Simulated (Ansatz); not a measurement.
Input file:

```yaml
crystal:
  periodic: [false, false, false]
  atoms:
    - {symbol: B, position_ang: [0.000000, 0.000000, 0.077190]}
    - {symbol: H, position_ang: [0.000000, 0.717784, -0.977556]}
    - {symbol: H, position_ang: [0.000000, 0.000000, 1.127190]}
    - {symbol: H, position_ang: [0.000000, -0.717784, -0.977556]}
basis:
  gaussian: {orbitals: aug-cc-pVDZ}
total_charge: 1
magnetization: {spin_polarized: true, initial_magnetization: 1}
correlation: {method: bccd_t, electrons: all}
scf: {omitted_lower_state_checks: [cluster_reference]}
```

```sh
$ ansatz run in.yaml --threads 1 --pin off --events-out ev --progress --plain --max-ram 2393MiB
```

Log:

```
these checks for a lower state are left out or cut short: cluster_reference
480 factors; integrals over basis functions are off by at most 1.4e-3 eV
mean field evaluation 1: about -706.1548 eV, gradient 7.9e0 eV
mean field evaluation 2: about -706.1534 eV, gradient 7.9e0 eV
mean field evaluation 4: about -706.7036 eV, gradient 5.0e-1 eV
mean field evaluation 8: about -706.7077 eV, gradient 5.8e-4 eV
mean field -706.70772181 eV, -25.9710297529 hartree, gradient 2.3e-6 eV, S^2 0.759409; 0 other end points of the search recorded, 0 dependent functions left out
reference -706.70772181 eV, -25.9710297529 hartree; 4, 3 occupied and 46, 47 virtual orbitals, 480 factors
second order -1.94327037 eV of doubles, -0.00000000 eV of singles
cycle   1  -2.34946958 eV  change   -4.1e-1 eV  update   4.3e-2
cycle   2  -2.50285266 eV  change   -1.5e-1 eV  update   1.6e-2
cycle   3  -2.50502806 eV  change   -2.2e-3 eV  update   4.0e-3
cycle   4  -2.50560432 eV  change   -5.8e-4 eV  update   1.1e-3
cycle   5  -2.50536496 eV  change    2.4e-4 eV  update   3.3e-4
cycle   6  -2.50535577 eV  change    9.2e-6 eV  update   9.5e-5
cycle   7  -2.50540508 eV  change   -4.9e-5 eV  update   2.6e-5
cycle   8  -2.50539757 eV  change    7.5e-6 eV  update   7.5e-6
cycle   9  -2.50539524 eV  change    2.3e-6 eV  update   2.5e-6
perturbative correction -0.03702586 eV, -0.0013606752 hartree
Total energy: -709.25014291 eV, -26.0644620048 hartree
Checks for a lower state left out: cluster_reference
```

Ran on 1 thread of Arm Neoverse V2, shared host: 0.9 s wall, 0.17 GiB peak host memory.
